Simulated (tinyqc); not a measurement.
Worked calculation (part 1 of 2): RKS/BP86 in the sto-6g basis, for H2O, spin multiplicity 1. Computed by tinyqc, a small Python program that keeps every step (integrals from PySCF). Settings: charge = 0, multiplicity = 1, basis = sto-6g, energy threshold = 1e-08, iteration cap = 73, orthogonalisation = canonical, start = random, DIIS depth = 0, shift = 0.2, method = RKS, functional = b88,p86, grid = [30, 26]. Command: `OMP_NUM_THREADS=1 python tinyqc.py 29667 29668 out.jsonl` (the two numbers bound the seeds that draw the settings). One thread of a shared host (Intel(R) Xeon(R) Processor @ 2.60GHz), about 1 s of CPU time with the checks. Later iterations appear only in the table of the cycle.

## One-electron integrals

Geometry (angstrom):
```
atom         x          y         z
O     0.000000   0.000000  0.000000
H     0.000000   0.686000  0.618000
H     0.000000  -0.686000  0.618000
```

Basis sto-6g: exponents (1/bohr^2) and contraction coefficients of normalised primitives:
```
element  l (shell)     exponent  coefficient
O            s (1)  1355.584234     0.009164
O            s (1)   248.544885     0.049361
O            s (1)    69.533902     0.168538
O            s (1)    23.886772     0.370563
O            s (1)     9.275933     0.416492
O            s (1)     3.820341     0.130334
O            s (2)    52.187762    -0.013253
O            s (2)    10.329320    -0.046992
O            s (2)     3.210345    -0.033785
O            s (2)     1.235135     0.250242
O            s (2)     0.536420     0.595117
O            s (2)     0.245881     0.240706
O            p (3)    52.187762     0.003760
O            p (3)    10.329320     0.037679
O            p (3)     3.210345     0.173897
O            p (3)     1.235135     0.418036
O            p (3)     0.536420     0.425860
O            p (3)     0.245881     0.101708
H            s (1)    35.523221     0.009164
H            s (1)     6.513144     0.049361
H            s (1)     1.822143     0.168538
H            s (1)     0.625955     0.370563
H            s (1)     0.243077     0.416492
H            s (1)     0.100112     0.130334
```

Overlap, kinetic and nuclear-attraction integrals over the contracted functions; the nuclear repulsion is the sum of Za Zb / Rab.

nuclear repulsion = 9.55568695 hartree

overlap S, order 1O 1s, 1O 2s, 1O 2px, 1O 2py, 1O 2pz, 2H 1s, 3H 1s:
```
[[1.000000, 0.231145, 0.000000, 0.000000, 0.000000, 0.059899, 0.059899],
 [0.231145, 1.000000, 0.000000, 0.000000, 0.000000, 0.499227, 0.499227],
 [0.000000, 0.000000, 1.000000, 0.000000, 0.000000, 0.000000, 0.000000],
 [0.000000, 0.000000, 0.000000, 1.000000, 0.000000, 0.300317, -0.300317],
 [0.000000, 0.000000, 0.000000, 0.000000, 1.000000, 0.270548, 0.270548],
 [0.059899, 0.499227, 0.000000, 0.300317, 0.270548, 1.000000, 0.307613],
 [0.059899, 0.499227, 0.000000, -0.300317, 0.270548, 0.307613, 1.000000]]
```

kinetic energy T (hartree), order 1O 1s, 1O 2s, 1O 2px, 1O 2py, 1O 2pz, 2H 1s, 3H 1s:
```
[[29.327197, -0.896024, 0.000000, 0.000000, 0.000000, -0.000995, -0.000995],
 [-0.896024, 0.842618, 0.000000, 0.000000, 0.000000, 0.145073, 0.145073],
 [0.000000, 0.000000, 2.531309, 0.000000, 0.000000, 0.000000, 0.000000],
 [0.000000, 0.000000, 0.000000, 2.531309, 0.000000, 0.229201, -0.229201],
 [0.000000, 0.000000, 0.000000, 0.000000, 2.531309, 0.206481, 0.206481],
 [-0.000995, 0.145073, 0.000000, 0.229201, 0.206481, 0.768522, 0.023733],
 [-0.000995, 0.145073, 0.000000, -0.229201, 0.206481, 0.023733, 0.768522]]
```

nuclear attraction V (hartree), order 1O 1s, 1O 2s, 1O 2px, 1O 2py, 1O 2pz, 2H 1s, 3H 1s:
```
[[-62.404564, -6.416231, 0.000000, 0.000000, -0.023628, -1.907407, -1.907407],
 [-6.416231, -10.127646, 0.000000, 0.000000, -0.259317, -4.112752, -4.112752],
 [0.000000, 0.000000, -10.036784, 0.000000, 0.000000, 0.000000, 0.000000],
 [0.000000, 0.000000, 0.000000, -10.186590, 0.000000, -2.210047, 2.210047],
 [-0.023628, -0.259317, 0.000000, 0.000000, -10.158363, -2.087359, -2.087359],
 [-1.907407, -4.112752, 0.000000, -2.210047, -2.087359, -6.016122, -1.998958],
 [-1.907407, -4.112752, 0.000000, 2.210047, -2.087359, -1.998958, -6.016122]]
```

core Hamiltonian H = T + V (hartree), order 1O 1s, 1O 2s, 1O 2px, 1O 2py, 1O 2pz, 2H 1s, 3H 1s:
```
[[-33.077367, -7.312255, 0.000000, 0.000000, -0.023628, -1.908402, -1.908402],
 [-7.312255, -9.285027, 0.000000, 0.000000, -0.259317, -3.967680, -3.967680],
 [0.000000, 0.000000, -7.505475, 0.000000, 0.000000, 0.000000, 0.000000],
 [0.000000, 0.000000, 0.000000, -7.655281, 0.000000, -1.980846, 1.980846],
 [-0.023628, -0.259317, 0.000000, 0.000000, -7.627054, -1.880877, -1.880877],
 [-1.908402, -3.967680, 0.000000, -1.980846, -1.880877, -5.247600, -1.975225],
 [-1.908402, -3.967680, 0.000000, 1.980846, -1.880877, -1.975225, -5.247600]]
```

## Two-electron integrals

Functions are numbered as in S; the eight-fold symmetry (ij|kl) = (ji|kl) = (kl|ij) leaves the list below.

Two-electron integrals (ij|kl) in chemists' order, unique and non-zero (hartree):
```
(11|11) 4.787491    (21|11) 0.675884    (21|21) 0.121505    (22|11) 1.117379
(22|21) 0.249212    (22|22) 0.817383    (31|31) 0.025762    (32|31) 0.039145
(32|32) 0.180664    (33|11) 1.117381    (33|21) 0.249212    (33|22) 0.817382
(33|33) 0.880663    (41|41) 0.025762    (42|41) 0.039145    (42|42) 0.180664
(43|43) 0.047461    (44|11) 1.117381    (44|21) 0.249212    (44|22) 0.817382
(44|33) 0.785741    (44|44) 0.880663    (51|51) 0.025762    (52|51) 0.039145
(52|52) 0.180664    (53|53) 0.047461    (54|54) 0.047461    (55|11) 1.117381
(55|21) 0.249212    (55|22) 0.817382    (55|33) 0.785741    (55|44) 0.785741
(55|55) 0.880663    (61|11) 0.187154    (61|21) 0.032227    (61|22) 0.064582
(61|33) 0.064441    (61|41) 0.001165    (61|42) 0.002269    (61|44) 0.064675
(61|51) 0.001050    (61|52) 0.002044    (61|54) 0.000211    (61|55) 0.064631
(61|61) 0.008713    (62|11) 0.427534    (62|21) 0.096554    (62|22) 0.347265
(62|33) 0.341714    (62|41) 0.005693    (62|42) 0.040818    (62|44) 0.350906
(62|51) 0.005129    (62|52) 0.036772    (62|54) 0.008281    (62|55) 0.349174
(62|61) 0.025701    (62|62) 0.178671    (63|31) 0.011076    (63|32) 0.061153
(63|43) 0.008549    (63|53) 0.007702    (63|63) 0.026221    (64|11) 0.219613
(64|21) 0.050330    (64|22) 0.193076    (64|33) 0.184223    (64|41) 0.013735
(64|42) 0.082971    (64|44) 0.206543    (64|51) 0.002396    (64|52) 0.019656
(64|54) 0.012405    (64|55) 0.188460    (64|61) 0.014059    (64|62) 0.120833
(64|64) 0.107214    (65|11) 0.197844    (65|21) 0.045341    (65|22) 0.173937
(65|33) 0.165962    (65|41) 0.002396    (65|42) 0.019656    (65|44) 0.170665
(65|51) 0.013234    (65|52) 0.078860    (65|54) 0.012787    (65|55) 0.185183
(65|61) 0.012665    (65|62) 0.108855    (65|64) 0.072965    (65|65) 0.091953
(66|11) 0.548308    (66|21) 0.126103    (66|22) 0.515495    (66|33) 0.494639
(66|41) 0.010256    (66|42) 0.098184    (66|44) 0.529177    (66|51) 0.009240
(66|52) 0.088451    (66|54) 0.031115    (66|55) 0.522669    (66|61) 0.033978
(66|62) 0.325567    (66|64) 0.251897    (66|65) 0.226928    (66|66) 0.774999
(71|11) 0.187154    (71|21) 0.032227    (71|22) 0.064582    (71|33) 0.064441
(71|41) -0.001165   (71|42) -0.002269   (71|44) 0.064675    (71|51) 0.001050
(71|52) 0.002044    (71|54) -0.000211   (71|55) 0.064631    (71|61) 0.008598
(71|62) 0.024943    (71|64) 0.012329    (71|65) 0.012281    (71|66) 0.032516
(71|71) 0.008713    (72|11) 0.427534    (72|21) 0.096554    (72|22) 0.347265
(72|33) 0.341714    (72|41) -0.005693   (72|42) -0.040818   (72|44) 0.350906
(72|51) 0.005129    (72|52) 0.036772    (72|54) -0.008281   (72|55) 0.349174
(72|61) 0.024943    (72|62) 0.150069    (72|64) 0.069044    (72|65) 0.089076
(72|66) 0.230623    (72|71) 0.025701    (72|72) 0.178671    (73|31) 0.011076
(73|32) 0.061153    (73|43) -0.008549   (73|53) 0.007702    (73|63) 0.021496
(73|73) 0.026221    (74|11) -0.219613   (74|21) -0.050330   (74|22) -0.193076
(74|33) -0.184223   (74|41) 0.013735    (74|42) 0.082971    (74|44) -0.206543
(74|51) -0.002396   (74|52) -0.019656   (74|54) 0.012405    (74|55) -0.188460
(74|61) -0.012329   (74|62) -0.069044   (74|64) -0.010475   (74|65) -0.039958
(74|66) -0.091221   (74|71) -0.014059   (74|72) -0.120833   (74|74) 0.107214
(75|11) 0.197844    (75|21) 0.045341    (75|22) 0.173937    (75|33) 0.165962
(75|41) -0.002396   (75|42) -0.019656   (75|44) 0.170665    (75|51) 0.013234
(75|52) 0.078860    (75|54) -0.012787   (75|55) 0.185183    (75|61) 0.012281
(75|62) 0.089076    (75|64) 0.039958    (75|65) 0.073604    (75|66) 0.151054
(75|71) 0.012665    (75|72) 0.108855    (75|74) -0.072965   (75|75) 0.091953
(76|11) 0.196546    (76|21) 0.044848    (76|22) 0.174675    (76|33) 0.170442
(76|44) 0.173410    (76|51) 0.003769    (76|52) 0.031884    (76|55) 0.180172
(76|61) 0.011845    (76|62) 0.090507    (76|64) 0.052351    (76|65) 0.062008
(76|66) 0.171133    (76|71) 0.011845    (76|72) 0.090507    (76|74) -0.052351
(76|75) 0.062008    (76|76) 0.055292    (77|11) 0.548308    (77|21) 0.126103
(77|22) 0.515495    (77|33) 0.494639    (77|41) -0.010256   (77|42) -0.098184
(77|44) 0.529177    (77|51) 0.009240    (77|52) 0.088451    (77|54) -0.031115
(77|55) 0.522669    (77|61) 0.032516    (77|62) 0.230623    (77|64) 0.091221
(77|65) 0.151054    (77|66) 0.374060    (77|71) 0.033978    (77|72) 0.325567
(77|74) -0.251897   (77|75) 0.226928    (77|76) 0.171133    (77|77) 0.774999
```

## Orthogonalisation

S = U s U^T; canonical form X = U s^(-1/2), so that X^T S X = 1. Each column of U has its largest component positive (the first on a tie).

eigenvalues of S: [0.319704, 0.394489, 0.881844, 1.000000, 1.096371, 1.297898, 2.009693]

X, order 1O 1s, 1O 2s, 1O 2px, 1O 2py, 1O 2pz, 2H 1s, 3H 1s:
```
[[-0.280186, 0.000000, 0.765304, 0.000000, -0.619873, 0.000000, 0.135946],
 [1.222835, 0.000000, -0.318942, 0.000000, -0.316962, 0.000000, 0.400333],
 [0.000000, 0.000000, 0.000000, 1.000000, 0.000000, 0.000000, 0.000000],
 [0.000000, -0.914270, 0.000000, 0.000000, 0.000000, 0.718619, 0.000000],
 [0.611104, 0.000000, 0.638508, 0.000000, 0.633953, 0.000000, 0.200088],
 [-0.768313, 0.921693, -0.139427, 0.000000, 0.112909, 0.356415, 0.373367],
 [-0.768313, -0.921693, -0.139427, 0.000000, 0.112909, -0.356415, 0.373367]]
```

## Starting guess

The start is random orthonormal orbitals; D = 2 C_occ C_occ^T.

D at the start, order 1O 1s, 1O 2s, 1O 2px, 1O 2py, 1O 2pz, 2H 1s, 3H 1s:
```
[[0.359379, 0.022899, 0.215352, 0.562575, -0.455655, -0.520070, 0.462531],
 [0.022899, 3.443720, -0.084083, -0.219570, 0.984208, -1.285391, -1.672533],
 [0.215352, -0.084083, 1.969516, -0.081439, 0.083587, 0.002904, -0.062164],
 [0.562575, -0.219570, -0.081439, 2.486398, 0.234951, -1.199467, 0.999213],
 [-0.455655, 0.984208, 0.083587, 0.234951, 2.005231, -0.212221, -0.512051],
 [-0.520070, -1.285391, 0.002904, -1.199467, -0.212221, 1.659494, -0.839435],
 [0.462531, -1.672533, -0.062164, 0.999213, -0.512051, -0.839435, 3.254867]]
```

## Iteration 1: exchange-correlation on the grid

Becke grid with 30 radial and 26 angular points per atom, points of zero weight dropped. rho = sum D_ij phi_i phi_j; V_xc,ij = sum w v_xc phi_i phi_j plus the gradient terms; v_xc is d(rho eps)/d rho at fixed gradient.

The 12 grid points with the largest w rho, of 2292 (bohr, atomic units):
```
x                  y         z         w       rho  |grad rho|^2     eps_xc       v_xc
-0.996599   0.000000  0.000000  0.118904  0.576437      2.196566  -0.696338  -0.871946
0.000000    0.000000  0.810183  0.065962  1.006848      5.409892  -0.821349  -1.050238
0.000000    0.000000  0.996599  0.107321  0.616344      3.196744  -0.714870  -0.885701
-1.211479   0.000000  0.000000  0.201679  0.318690      0.873640  -0.589857  -0.711609
0.996599    0.000000  0.000000  0.118904  0.531887      1.959144  -0.680590  -0.848280
0.000000   -0.810183  0.000000  0.065006  0.951871      4.640580  -0.806879  -1.031895
0.000000   -0.996599  0.000000  0.102721  0.590418      2.732982  -0.704394  -0.874988
-0.810183   0.000000  0.000000  0.067963  0.890263      3.389114  -0.788665  -1.012318
1.211479    0.000000  0.000000  0.201679  0.292020      0.751943  -0.575835  -0.690614
-0.704702   0.000000  0.704702  0.092612  0.620132      2.859916  -0.713775  -0.890485
0.704702    0.000000  0.704702  0.092612  0.619166      2.923728  -0.713907  -0.889444
0.810183    0.000000  0.000000  0.067963  0.831354      3.338875  -0.773501  -0.988409
```

electrons on the grid, sum of w rho = 10.032436

E_xc = sum of w rho eps_xc = -6.49463569 hartree

V_xc (hartree), order 1O 1s, 1O 2s, 1O 2px, 1O 2py, 1O 2pz, 2H 1s, 3H 1s:
```
[[-2.014171, -0.302204, -0.008709, -0.020094, 0.009970, -0.084068, -0.082679],
 [-0.302204, -0.827493, 0.003686, 0.021462, -0.034302, -0.329119, -0.356018],
 [-0.008709, 0.003686, -0.826885, 0.003827, -0.003929, 0.001706, 0.000647],
 [-0.020094, 0.021462, 0.003827, -0.827589, -0.004243, -0.167459, 0.210393],
 [0.009970, -0.034302, -0.003929, -0.004243, -0.828066, -0.175919, -0.194965],
 [-0.084068, -0.329119, 0.001706, -0.167459, -0.175919, -0.481542, -0.166134],
 [-0.082679, -0.356018, 0.000647, 0.210393, -0.194965, -0.166134, -0.600795]]
```

## Iteration 1: building the Kohn-Sham matrix

J_ij = sum D_kl (ij|kl); F = H + J + V_xc; E = tr D H + tr D J / 2 + E_xc + E_nn.

Coulomb J (hartree), order 1O 1s, 1O 2s, 1O 2px, 1O 2py, 1O 2pz, 2H 1s, 3H 1s:
```
[[11.380529, 2.399395, 0.003200, -0.006513, 0.032486, 0.627345, 0.628951],
 [2.399395, 7.586335, -0.020770, -0.186231, 0.282666, 3.268437, 3.423386],
 [0.003200, -0.020770, 7.556789, -0.006618, 0.007021, -0.008139, -0.005969],
 [-0.006513, -0.186231, -0.006618, 7.611234, -0.018640, 1.753980, -2.022876],
 [0.032486, 0.282666, 0.007021, -0.018640, 7.590964, 1.753178, 1.861736],
 [0.627345, 3.268437, -0.008139, 1.753980, 1.753178, 5.029836, 1.753049],
 [0.628951, 3.423386, -0.005969, -2.022876, 1.861736, 1.753049, 5.651610]]
```

Kohn-Sham matrix F (hartree), order 1O 1s, 1O 2s, 1O 2px, 1O 2py, 1O 2pz, 2H 1s, 3H 1s:
```
[[-23.711009, -5.215064, -0.005509, -0.026606, 0.018827, -1.365126, -1.362129],
 [-5.215064, -2.526186, -0.017083, -0.164769, -0.010953, -1.028362, -0.900312],
 [-0.005509, -0.017083, -0.775571, -0.002791, 0.003092, -0.006433, -0.005322],
 [-0.026606, -0.164769, -0.002791, -0.871635, -0.022883, -0.394325, 0.168364],
 [0.018827, -0.010953, 0.003092, -0.022883, -0.864156, -0.303618, -0.214107],
 [-1.365126, -1.028362, -0.006433, -0.394325, -0.303618, -0.699306, -0.388310],
 [-1.362129, -0.900312, -0.005322, 0.168364, -0.214107, -0.388310, -0.196785]]
```

total energy of this density = -41.61682825 hartree

## Iteration 1: diagonalisation and new density

A level shift of 0.2 hartree raises the virtual space: F + shift (S - S D(s) S), with D(s) the density of one spin (D/2). Diagonalise F' = X^T F X, C = X C', fill 5 alpha and 5 beta electrons from the bottom; D = 2 C_occ C_occ^T. Each column has its largest component positive (the first on a tie).

F' = X^T F X (hartree):
```
[[-0.422295, 0.166783, 1.845625, -0.006298, -1.559102, 0.009806, -0.064681],
 [0.166783, 0.141072, 0.038933, -0.003776, -0.117543, 0.354715, -0.057392],
 [1.845625, 0.038933, -11.293652, -0.017488, 10.384816, 0.016636, -4.057496],
 [-0.006298, -0.003776, -0.017488, -0.772523, 0.016100, 0.002184, -0.009391],
 [-1.559102, -0.117543, 10.384816, 0.016100, -11.317720, -0.014245, 4.214962],
 [0.009806, 0.354715, 0.016636, 0.002184, -0.014245, -0.721198, -0.150437],
 [-0.064681, -0.057392, -4.057496, -0.009391, 4.214962, -0.150437, -2.501660]]
```

orbital energies (hartree): [-23.562266, -1.420099, -0.872943, -0.804626, -0.771501, 0.067326, 0.476135]

coefficients C, order 1O 1s, 1O 2s, 1O 2px, 1O 2py, 1O 2pz, 2H 1s, 3H 1s:
```
[[1.002980, -0.229135, 0.046447, 0.027019, 0.005056, 0.052899, 0.052301],
 [-0.015468, 1.077609, -0.235238, -0.135345, -0.027861, -0.551311, -0.563849],
 [0.001081, 0.008303, 0.001947, -0.172663, 0.984927, 0.002899, 0.004970],
 [0.003547, 0.206434, 0.469430, 0.828812, 0.141773, -0.445749, 0.428472],
 [-0.005021, 0.118183, 0.803173, -0.528321, -0.092356, -0.417823, -0.319004],
 [0.001731, -0.075778, 0.132353, -0.014603, -0.005586, 1.306592, -0.088071],
 [0.006879, -0.079168, -0.012456, 0.013464, -0.003352, -0.078944, 1.313602]]
```

D after iteration 1, order 1O 1s, 1O 2s, 1O 2px, 1O 2py, 1O 2pz, 2H 1s, 3H 1s:
```
[[2.122770, -0.554312, -0.000827, 0.002340, -0.019105, 0.049649, 0.049617],
 [-0.554312, 2.471823, 0.008801, -0.008306, 0.025150, -0.221376, -0.168435],
 [-0.000827, 0.008801, 1.999934, -0.001675, 0.005594, -0.006700, -0.012600],
 [0.002340, -0.008306, -0.001675, 1.940043, -0.099119, 0.067197, -0.022964],
 [-0.019105, 0.025150, 0.005594, -0.099119, 1.893465, 0.211139, -0.052399],
 [0.049649, -0.221376, -0.006700, 0.067197, 0.211139, 0.047014, 0.008369],
 [0.049617, -0.168435, -0.012600, -0.022964, -0.052399, 0.008369, 0.013325]]
```

## Iteration 2: exchange-correlation on the grid

As before.

The 12 grid points with the largest w rho, of 2292 (bohr, atomic units):
```
x                  y          z         w       rho  |grad rho|^2     eps_xc       v_xc
0.996599    0.000000   0.000000  0.118904  0.566748      2.005818  -0.691903  -0.868281
-0.996599   0.000000   0.000000  0.118904  0.564836      1.988469  -0.691172  -0.867360
1.211479    0.000000   0.000000  0.201679  0.318166      0.823830  -0.588277  -0.712680
0.000000    0.000000  -0.996599  0.118983  0.539106      1.799492  -0.681481  -0.854373
-1.211479   0.000000   0.000000  0.201679  0.317285      0.817400  -0.587754  -0.712086
0.000000    0.000000  -1.211479  0.202042  0.303396      0.743243  -0.580076  -0.701766
0.000000    0.000000   0.996599  0.107321  0.555299      1.923287  -0.687664  -0.862531
0.810183    0.000000   0.000000  0.067963  0.865777      3.008962  -0.781365  -1.004040
-0.810183   0.000000   0.000000  0.067963  0.862538      2.981681  -0.780451  -1.002844
0.000000    0.996599   0.000000  0.102721  0.552868      1.915936  -0.686838  -0.861197
0.000000   -0.996599   0.000000  0.102721  0.551463      1.925249  -0.686472  -0.860280
0.000000    0.000000   0.810183  0.065962  0.848078      2.882718  -0.776407  -0.997379
```

electrons on the grid, sum of w rho = 10.029675

E_xc = sum of w rho eps_xc = -10.19395003 hartree

V_xc (hartree), order 1O 1s, 1O 2s, 1O 2px, 1O 2py, 1O 2pz, 2H 1s, 3H 1s:
```
[[-3.134069, -0.386046, -0.000041, -0.000087, -0.000372, -0.110837, -0.110859],
 [-0.386046, -0.844103, -0.000153, -0.002098, -0.005679, -0.329716, -0.324415],
 [-0.000041, -0.000153, -0.844430, 0.000027, -0.000112, -0.000013, 0.000011],
 [-0.000087, -0.002098, 0.000027, -0.841593, 0.001048, -0.173531, 0.166075],
 [-0.000372, -0.005679, -0.000112, 0.001048, -0.846216, -0.159246, -0.153641],
 [-0.110837, -0.329716, -0.000013, -0.173531, -0.159246, -0.394916, -0.141702],
 [-0.110859, -0.324415, 0.000011, 0.166075, -0.153641, -0.141702, -0.355306]]
```

## Iteration 2: building the Kohn-Sham matrix

As before.

Coulomb J (hartree), order 1O 1s, 1O 2s, 1O 2px, 1O 2py, 1O 2pz, 2H 1s, 3H 1s:
```
[[18.536208, 3.332771, 0.000219, 0.001691, 0.002449, 0.888592, 0.888415],
 [3.332771, 8.750383, 0.000755, 0.013868, 0.013781, 3.634881, 3.624291],
 [0.000219, 0.000755, 8.754488, -0.000058, 0.000234, 0.000223, 0.000224],
 [0.001691, 0.013868, -0.000058, 8.749334, -0.001400, 1.992053, -1.973715],
 [0.002449, 0.013781, 0.000234, -0.001400, 8.747324, 1.794662, 1.787309],
 [0.888592, 3.634881, 0.000223, 1.992053, 1.794662, 5.247306, 1.791339],
 [0.888415, 3.624291, 0.000224, -1.973715, 1.787309, 1.791339, 5.205148]]
```

Kohn-Sham matrix F (hartree), order 1O 1s, 1O 2s, 1O 2px, 1O 2py, 1O 2pz, 2H 1s, 3H 1s:
```
[[-17.675228, -4.365530, 0.000178, 0.001604, -0.021552, -1.130648, -1.130846],
 [-4.365530, -1.378747, 0.000602, 0.011770, -0.251216, -0.662514, -0.667804],
 [0.000178, 0.000602, 0.404582, -0.000032, 0.000121, 0.000210, 0.000236],
 [0.001604, 0.011770, -0.000032, 0.252460, -0.000353, -0.162323, 0.173207],
 [-0.021552, -0.251216, 0.000121, -0.000353, 0.274053, -0.245461, -0.247209],
 [-1.130648, -0.662514, 0.000210, -0.162323, -0.245461, -0.395209, -0.325588],
 [-1.130846, -0.667804, 0.000236, 0.173207, -0.247209, -0.325588, -0.397758]]
```

total energy of this density = -75.12879116 hartree
